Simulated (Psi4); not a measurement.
# BF (SMILES [B]F), step by step

Aim: a structure relaxation (HF/cc-pVTZ), then vibrational wavenumbers, then a single-point energy (MP2/def2-TZVPP) of BF. 

The results are computed with Psi4 1.11.

**1. Starting point**

BF: 2 atoms, total charge 0, spin state singlet. SMILES: `[B]F`. Geometry: relaxed at GFN2-xTB. The run starts from this shape.

Bond lengths: B1–F2 1.244 Å.

**2. A structure relaxation at HF/cc-pVTZ (density fitting) (run 1)**

job.py reads:

```python
import psi4

psi4.set_memory('1600 MB')
psi4.set_num_threads(1)
psi4.set_output_file('psi4.out', False)

molecule = psi4.geometry("""
B
F 1 1.24439
""")

psi4.set_options(dict(basis='cc-pVTZ', geom_maxiter=60))

result = psi4.optimize('scf')
print('E =', round(result, 9))
molecule.save_xyz_file('final.xyz', False)
```

The run is started by

```console
python job.py
```

psi4.out:

```text
[...]
  Running in c2v symmetry.
[...]
  Nuclear repulsion =   19.136263133061178
[...]
  Multiplicity = 1
[...]
  Nalpha       = 7
  Nbeta        = 7
[...]
    Number of basis functions: 60
[...]
   @DF-RHF iter   1:  -124.13906379409204   -7.16348e-01   7.13009e-03 DIIS/ADIIS
[...]
   @DF-RHF iter   7:  -124.15597847529779   -1.27898e-13   1.64618e-09 DIIS
[...]
    Orbital Energies [Eh]
    ---------------------
    Doubly Occupied:
       1A1   -26.382441     2A1    -7.704136     3A1    -1.707418
       4A1    -0.860072     1B1    -0.750102     1B2    -0.750102
       5A1    -0.402388
[...]
  @DF-RHF Final Energy:  -124.15597847529779
   => Energetics <=
    Nuclear Repulsion Energy =             19.0723644332786542
    One-Electron Energy =                -209.3433686998977805
    Two-Electron Energy =                  66.1150257913213295
    Total Energy =                       -124.1559784752977862
[...]
 Multipole Moments:
 ------------------------------------------------------------------------------------
     Multipole            Electronic (a.u.)      Nuclear  (a.u.)        Total (a.u.)
 ------------------------------------------------------------------------------------
 L = 1.  Multiply by 2.5417464519 to convert [e a0] to [Debye]
 Dipole X            :          0.0000000            0.0000000            0.0000000
 Dipole Y            :          0.0000000            0.0000000            0.0000000
 Dipole Z            :          0.0570408            0.3217232            0.3787640
 Magnitude           :                                                    0.3787640
[...]
  -Total Gradient:
     Atom            X                  Y                   Z
    ------   -----------------  -----------------  -----------------
       1       -0.000000000000     0.000000000000     0.000019891769
       2        0.000000000000     0.000000000000    -0.000019891769
[...]
    Final optimized geometry and variables:
    Molecular point group: c2v
    Full point group: C_inf_v
    Geometry (in Angstrom), charge = 0, multiplicity = 1:
    B
    F             1    1.248559
[set-up sections that repeat, and orbital energies of the middle runs, are left out above]
```

The script printed:

```text
Optimizer: Optimization complete!
E = -124.155978475
```

Wall time 5.4 s (1 thread of Intel Xeon Platinum 8488C (Sapphire Rapids), shared host); peak memory 0.24 GiB.

Steps, from the record of the run:

```
step  energy from the first frame kept (eV)  largest force (eV/Å)
   0                                 0.0000                0.2439
   1                                -0.0005                0.0719
   2                                -0.0005                0.0010
```

After the run. Bond lengths: B1–F2 1.249 Å.

**3. Vibrational wavenumbers at HF/cc-pVTZ (density fitting) (run 2)**

bf.inp reads:

```
memory 1.6 GB

molecule {
  0 1
  B      0.00000000     0.00000000    -0.00498888
  F      0.00000000     0.00000000     2.35444757
  units bohr
}

set {
  basis cc-pVTZ
  t 400.0
  rotational_symmetry_number 1
}

frequency("scf")
print_variables()
```

The run is started by

```console
psi4 -i bf.inp -o bf.out -n 1
```

bf.out:

```text
[...]
  Running in c2v symmetry.
[...]
  Nuclear repulsion =   19.072350942107384
[...]
  Multiplicity = 1
[...]
  Nalpha       = 7
  Nbeta        = 7
[...]
    Number of basis functions: 60
[...]
   @DF-RHF iter   1:  -124.13888143118257   -7.21253e-01   7.15585e-03 DIIS/ADIIS
[...]
  -Total Gradient:
     Atom            X                  Y                   Z
    ------   -----------------  -----------------  -----------------
       1        0.000000000000     0.000000000000     0.000018905425
       2        0.000000000000    -0.000000000000    -0.000018905425
[...]
   @DF-RHF iter   9:  -124.15597847532970   -7.60281e-12   8.39749e-09 DIIS
[...]
    Orbital Energies [Eh]
    ---------------------
    Doubly Occupied:
       1A1   -26.382441     2A1    -7.704136     3A1    -1.707417
       4A1    -0.860072     1B1    -0.750102     1B2    -0.750102
       5A1    -0.402388
[...]
  @DF-RHF Final Energy:  -124.15597847532970
   => Energetics <=
    Nuclear Repulsion Energy =             19.0723509421073842
    One-Electron Energy =                -209.3433449045369343
    Two-Electron Energy =                  66.1150154870998392
    Total Energy =                       -124.1559784753297038
[...]
 Multipole Moments:
 ------------------------------------------------------------------------------------
     Multipole            Electronic (a.u.)      Nuclear  (a.u.)        Total (a.u.)
 ------------------------------------------------------------------------------------
 L = 1.  Multiply by 2.5417464519 to convert [e a0] to [Debye]
 Dipole X            :          0.0000000            0.0000000            0.0000000
 Dipole Y            :          0.0000000            0.0000000            0.0000000
 Dipole Z            :          0.0570386            0.3217234            0.3787621
 Magnitude           :                                                    0.3787621
[...]
  ==> Harmonic Vibrational Analysis <==
[...]
  Freq [cm^-1]                1496.7098
[...]
  IR activ [km/mol]            182.6855
[...]
  Total E_0, Enthalpy at 0 [K]                                                         -124.15256872 [Eh]
[...]
  Total H, Enthalpy at  400.00 [K]                                                     -124.14810373 [Eh]
[...]
  Total G, Gibbs energy at  400.00 [K]                                                 -124.17994144 [Eh]
[...]
```

It took 6.9 s on 1 thread of Intel Xeon Platinum 8488C (Sapphire Rapids), shared host; peak memory 0.25 GiB.

**4. The energy at MP2/def2-TZVPP (density fitting, density fitting for correlation) (run 3)**

job.inp reads:

```
memory 1600 mb

molecule mol {
  0 1
  B      0.000000     0.000000    -0.002640
  F      0.000000     0.000000     1.245920
}

set {
  num_frozen_docc 2
}

E = energy('mp2/def2-TZVPP')
```

The run is started by

```console
psi4 -n 1 job.inp job.out
```

job.out:

```text
[...]
  Running in c2v symmetry.
[...]
  Nuclear repulsion =   19.072350932394119
[...]
  Multiplicity = 1
[...]
  Nalpha       = 7
  Nbeta        = 7
[...]
    Number of basis functions: 62
[...]
   @DF-RHF iter   1:  -124.14443379639428   -7.25234e-01   7.01019e-03 DIIS/ADIIS
[...]
   @DF-RHF iter   9:  -124.16240538429085   -8.12861e-12   8.05384e-09 DIIS
[...]
    Orbital Energies [Eh]
    ---------------------
    Doubly Occupied:
       1A1   -26.380931     2A1    -7.706532     3A1    -1.707207
       4A1    -0.861033     1B1    -0.751368     1B2    -0.751368
       5A1    -0.403086
[...]
  @DF-RHF Final Energy:  -124.16240538429085
   => Energetics <=
    Nuclear Repulsion Energy =             19.0723509323941194
    One-Electron Energy =                -209.3464615258447736
    Two-Electron Energy =                  66.1117052091597941
    Total Energy =                       -124.1624053842908495
[...]
 Multipole Moments:
 ------------------------------------------------------------------------------------
     Multipole            Electronic (a.u.)      Nuclear  (a.u.)        Total (a.u.)
 ------------------------------------------------------------------------------------
 L = 1.  Multiply by 2.5417464519 to convert [e a0] to [Debye]
 Dipole X            :          0.0000000            0.0000000            0.0000000
 Dipole Y            :          0.0000000            0.0000000            0.0000000
 Dipole Z            :          0.0538193            0.3217234            0.3755427
 Magnitude           :                                                    0.3755427
[...]
```

Run time: 2.6 s. Hardware: 1 thread of Intel Xeon Platinum 8488C (Sapphire Rapids), shared host; peak memory 0.2 GiB.

**5. Outcome**

| quantity | value |
| --- | --- |
| run 1, HF/cc-pVTZ: total energy at the end | -124.15598 Eh |
| run 1, HF/cc-pVTZ: dipole moment | 0.96 D |
| run 1, HF/cc-pVTZ: HOMO energy | -10.95 eV |
| run 1, HF/cc-pVTZ: LUMO energy | 2.55 eV |
| run 1, HF/cc-pVTZ: HOMO–LUMO gap | 13.50 eV |
| run 1, HF/cc-pVTZ: bond length | 1.249 Å |
| run 2, HF/cc-pVTZ: harmonic wavenumber | 1497 cm⁻¹ |
| run 2, HF/cc-pVTZ: zero-point energy | 9.0 kJ/mol |
| run 2, HF/cc-pVTZ: ideal-gas entropy at 400 K (symmetry number 1 as used) | 49.9 cal/(mol K) |
| run 3, MP2/def2-TZVPP: total energy | -124.48156 Eh |
| run 3, MP2/def2-TZVPP: HOMO energy (Hartree–Fock orbitals) | -10.97 eV |
| run 3, MP2/def2-TZVPP: LUMO energy (Hartree–Fock orbitals) | 2.29 eV |
| run 3, MP2/def2-TZVPP: HOMO–LUMO gap (Hartree–Fock orbitals) | 13.26 eV |
| run 3, MP2/def2-TZVPP: correlation energy (2 core orbitals frozen) | -319.2 mEh |

In words: The optimisation (run 1, HF/cc-pVTZ) took 3 steps and changed the energy by -0.001 eV. The one mode (run 2, HF/cc-pVTZ) is real, so the shape is a minimum at this level.
